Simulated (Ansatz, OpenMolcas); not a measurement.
**How methods differ on CH4OSi (SMILES CO[SiH])**

CH4OSi has 7 atoms, charge 0, and is taken as a singlet. As SMILES, `CO[SiH]`. Geometry: relaxed at PBE0-D4/def2-TZVP. This is one conformer, not always the lowest.

```
atom    x (Å)    y (Å)    z (Å)
   C  -0.5124   0.4855  -0.3385
   O  -0.4432  -0.4465   0.7176
  Si   0.7969  -1.3873   1.2299
   H  -1.2964   0.1808  -1.0355
   H   0.4438   0.5475  -0.8687
   H  -0.7693   1.4675   0.0654
   H   1.8417  -0.9156   0.1841
```

Quantity: the energy change with the C1–H5 bond stretched from 1.095 to 1.643 Å, in eV. The values are calculated.

```tsv
level	kind	program	value (eV)	less CCSD(T)/aug-cc-pVDZ
HF/aug-cc-pVDZ (unrestricted)	Hartree–Fock	OpenMolcas	2.26	+0.43
PBE/aug-cc-pVDZ (restricted)	GGA	OpenMolcas	1.74	-0.09
revPBE/aug-cc-pVDZ (restricted)	GGA	OpenMolcas	1.73	-0.10
M06-L/aug-cc-pVDZ (restricted)	meta-GGA	OpenMolcas	1.91	+0.08
r2SCAN0/aug-cc-pVDZ (restricted)	hybrid meta-GGA	Ansatz	2.02	+0.19
RPA@PBE/aug-cc-pVDZ (restricted)	RPA	Ansatz	1.76	-0.07
MP2/aug-cc-pVDZ (restricted)	perturbation theory	Ansatz	1.97	+0.14
CCSD(T)/aug-cc-pVDZ (restricted)	coupled cluster or CI	Ansatz	1.83	0.00
```

CCSD(T)/aug-cc-pVDZ (restricted) is the highest level here, not the true value. The first shape isn't each level's own minimum. The values span 1.73 to 2.26 eV. Spin contamination of the reference (⟨S²⟩ at least 0.1 too high) touches HF/aug-cc-pVDZ (up to 0.13 too high).
